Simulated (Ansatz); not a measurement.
# CH4AlCl: vertical ionisation energy

One table from this session's results is given with a row withheld; the runs are named, their logs left out.

Program: Ansatz 0.2.0, Gaussian basis. Level of theory: unrestricted cation, the program's frozen cores in correlated methods. These are calculated values, not measurements.

Levels to be run: UKS PBE-D4/def2-TZVPP; UKS r2SCAN-D4/def2-TZVPP; UKS PBE0-D4/def2-TZVPP; UKS B3LYP-D4/def2-TZVPP; UKS wB97X-V/def2-TZVPP; UKS wB97M-V/def2-TZVPP; UKS B2PLYP/def2-TZVPP; UHF-CCSD(T)/def2-TZVPP; UHF-CCSD(T)/def2-QZVPP; extrapolation to the limit; then −ε(HOMO) from the neutral's earlier runs with LDA (SPW92), PBE-D4, revPBE-D4, BLYP-D4, r2SCAN-D4, B97M-V, PBE0-D4, B3LYP-D4, r2SCANh-D4, r2SCAN0-D4, HSE06-D4, BHLYP-D4, CAM-B3LYP-D4, LC-ωPBE, ωB97X-V, ωB97M-V.

## The geometry

The geometry comes from an earlier relaxation with PBE0-D4 in a triple-zeta def2 set; it is a stationary point, not always the lowest conformer.

SMILES `[CH3][AlH][Cl]`, 7 atoms, charge 0, spin multiplicity 1.

Atoms are counted from 1 here; the program's logs count them from 0.

Bond lengths: C1–Al2 1.938 Å, C1–H4 1.095 Å, C1–H5 1.091 Å, C1–H6 1.095 Å, Al2–Cl3 2.105 Å, Al2–H7 1.579 Å. Angles: Al2–C1–H4 110.5°, Al2–C1–H5 112.6°, Al2–C1–H6 110.6°, H4–C1–H5 108.2°, H4–C1–H6 106.5°, H5–C1–H6 108.2°, C1–Al2–Cl3 119.4°, C1–Al2–H7 124.6°, Cl3–Al2–H7 116.1°.

Set-up of the first run:

in.yaml reads:

```yaml
crystal:
  periodic: [false, false, false]
  atoms:
    - {symbol: C, position_ang: [-0.712193, 0.523037, -0.285539]}
    - {symbol: Al, position_ang: [0.857129, -0.506653, 0.197563]}
    - {symbol: Cl, position_ang: [0.695712, -2.008132, 1.663909]}
    - {symbol: H, position_ang: [-0.538844, 1.590278, -0.112359]}
    - {symbol: H, position_ang: [-1.598412, 0.225680, 0.277738]}
    - {symbol: H, position_ang: [-0.932144, 0.413779, -1.352526]}
    - {symbol: H, position_ang: [2.289851, -0.305990, -0.434588]}
basis:
  gaussian: {orbitals: def2-TZVPP}
total_charge: 1
magnetization: {spin_polarized: true, initial_magnetization: 1}
hamiltonian: {xc: pbe, dispersion: d4}
```

Started as:

```bash
$ ansatz run in.yaml --threads 2 --pin off --events-out ev --progress --plain --max-ram 32768MiB --backend cpu
```

Among the steps run: Cation, UKS PBE-D4/def2-TZVPP; Cation, UKS r2SCAN-D4/def2-TZVPP; Cation, UKS PBE0-D4/def2-TZVPP; Cation, UKS B3LYP-D4/def2-TZVPP; Cation, UKS wB97X-V/def2-TZVPP; Cation, UKS wB97M-V/def2-TZVPP; Cation, UKS B2PLYP (frozen core)/def2-TZVPP; Cation, UHF-CCSD(T)/def2-TZVPP; Cation, UHF-CCSD(T)/def2-QZVPP.

One table of the session follows, with a row left open; its other results are not shown here.

Orbital estimates, from the neutral's runs:

| functional | −ε(HOMO) (eV) |
| --- | --- |
| LDA (SPW92) | 7.01 |
| PBE-D4 | 6.92 |
| revPBE-D4 | 6.88 |
| BLYP-D4 | 6.80 |
| r2SCAN-D4 | 7.23 |
| B97M-V | 7.31 |
| PBE0-D4 | 8.21 |
| B3LYP-D4 | 7.99 |
| r2SCANh-D4 | 7.70 |
| r2SCAN0-D4 | 8.41 |
| HSE06-D4 | 7.81 |
| BHLYP-D4 | 9.42 |
| CAM-B3LYP-D4 | 9.59 |
| LC-ωPBE | ? |
| ωB97X-V | 10.61 |
| ωB97M-V | 10.42 |

Estimate the missing values for LC-ωPBE.

As computed: −ε(HOMO) (eV): 10.98. In the column «−ε(HOMO) (eV)» it is the highest.

Caveats from the session: The cation may have settled in a state other than its lowest; no search over hole states beyond the program's own was made.
